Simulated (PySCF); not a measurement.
Stationary points of AlFCl

Level of theory: PBE0 in PySCF with Al def2-TZVP, F def2-TZVP, Cl def2-TZVP; no relativity; density-fitted integrals.

Relaxations began from a few typed shapes; open shells are unrestricted. The search is not exhaustive: other isomers or separated fragments can lie lower, and high-lying points may rest on an excited occupation.

```csv
spin,group,bonds,angles,imaginary modes (cm⁻¹),ΔE (kJ/mol),ΔE with ZPE (kJ/mol)
doublet,Cs,"Al–Cl 2.101 Å, Al–F 1.648 Å",Cl–Al–F 119.1°,none,0.0,0.0
doublet,C∞v,"Al–Cl 2.147 Å, Al–F 1.657 Å",Cl–Al–F 180.0°,"274i, 274i",67.0,–
```

The lowest minimum found is the doublet Cs: Al–Cl 2.101 Å, Al–F 1.648 Å; Cl–Al–F 119.1°.
